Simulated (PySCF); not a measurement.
**Energy profile**

The step: CH₅AlO ([CH3][AlH][OH]) → AlHO ([O][AlH]) + CH₄; bonds formed: C2–H4; bonds broken: Al1–C2, O3–H4 (atoms numbered as in the saddle structure below).

Al1  (-1.178, -0.014, 0.595)
C2  (0.783, 0.127, -0.340)
O3  (-1.346, -1.515, -0.015)
H4  (-0.061, -0.863, -0.369)
H5  (-1.555, 1.290, 1.387)
H6  (1.312, 0.368, 0.588)
H7  (0.561, 1.047, -0.890)
H8  (1.483, -0.441, -0.956)
(Å)

Electronic energies by CCSD(T) at an estimated basis limit (MP2 extrapolated from triple and quadruple zeta, plus CCSD(T) − MP2 in triple zeta), on PBE0-D4/def2-TZVP structures; CH5AlO, closed shell; no counterpoise correction. Program: PySCF 2.14 with density fitting (its default auxiliary sets; JK sets also for MP2 and CCSD(T)). Basis: def2-TZVPP and def2-QZVPP. Cores are frozen in the correlated methods. Extrapolation: Hartree–Fock as exp(−7.88 √X), correlation as X^−2.97.

Q: Give the profile in kcal/mol, counted from the start structure. (To be estimated.)

A: The calculation gives:
| point | kcal/mol |
| --- | --- |
| start structure | 0.00 |
| saddle | 66.98 |
| end structure | 51.76 |
| separated: AlHO (linked as [O][AlH]; Al1, O3, H5; singlet) + CH4 (C2, H4, H6, H7, H8; singlet) | 53.52 |

The T1 diagnostic stays at or below 0.031. The T1 diagnostic is large here, which may signal multireference character or strong orbital relaxation, so CCSD(T) is less sure.

For scale, one of the runs: CCSD(T)/def2-TZVPP, 174 basis functions, launched by `OMP_NUM_THREADS=4 python run.py`. Hardware: 4 CPU threads of an Arm Neoverse V2, shared host. Wall time 2.9 min; peak host memory 1.4 GiB.
